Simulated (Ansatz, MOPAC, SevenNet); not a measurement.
Ladder of methods for the volume per atom of black phosphorus

Reference value: 18.97 Å³/atom (measured, temperature not stated, no zero-point or thermal correction; as tabulated in Appalakondaiah et al. (2012), arXiv:1211.3512).

Task: What do MNDO semi-empirical Hartree-Fock (MOPAC), SevenNet-0, LDA, PBE, RPBE, PBE-D4, rVV10, r²SCAN+rVV10, HSE06 give, and how far is each from the reference?

Result: 
```
level (code)                              value (Å³/atom)  difference (%)
----------------------------------------  ---------------  --------------
MNDO semi-empirical Hartree-Fock (MOPAC)            17.93            -5.5
SevenNet-0                                          20.99           +10.6
LDA (Ansatz)                                        17.25            -9.1
PBE (Ansatz)                                        21.34           +12.5
RPBE (Ansatz)                                       29.27             +54
PBE-D4 (Ansatz)                                     17.73            -6.5
rVV10 (Ansatz)                                      20.43            +7.7
r²SCAN+rVV10 (Ansatz)                               19.72            +4.0
HSE06 (Ansatz)                                      20.83            +9.8
```

Leaving aside MNDO semi-empirical Hartree-Fock (MOPAC) (doubt noted below): The reference's temperature isn't stated, so close values are not ranked against it. Off by more than 3.8 %, or 5.2 % on the side where a correction would as a rule narrow the miss (bounds picked here): RPBE (+54 %), PBE (+12.5 %), SevenNet-0 (+10.6 %), HSE06 (+9.8 %), LDA (-9.1 %), rVV10 (+7.7 %), PBE-D4 (-6.5 %), r²SCAN+rVV10 (+4.0 %).

The measured value isn't corrected to a static lattice, so vibrations enter the comparison. A static lattice is as a rule a little smaller than the measured one.  MNDO semi-empirical Hartree-Fock (MOPAC): the cell has another shape than the first-principles one, perhaps another minimum in the same group. MNDO semi-empirical Hartree-Fock (MOPAC): the method was fitted mainly to molecules. MNDO semi-empirical Hartree-Fock (MOPAC): the run uses a supercell at the zone centre in place of a k mesh. LDA: LDA has no dispersion term either, though it tends to give short spacings of layers, chains or molecules. PBE, RPBE: for a layered or molecular solid the relaxed cell lies over 5 % above the published volume, where the minimum can be shallow. PBE, RPBE, HSE06: the cell comes from a level without a dispersion term, which matters for the spacing of layers, chains or molecules. Cutoffs and k meshes differ between the levels. Ansatz's density-functional and Hartree–Fock values are scalar-relativistic unless marked +SOC, with PAW data made under PBE.

Machine-learned potentials (SevenNet-0) are trained on DFT data: a solid inside that data is no test of them.

Differences are worked out from the printed values.

Ansatz is a first-principles code.
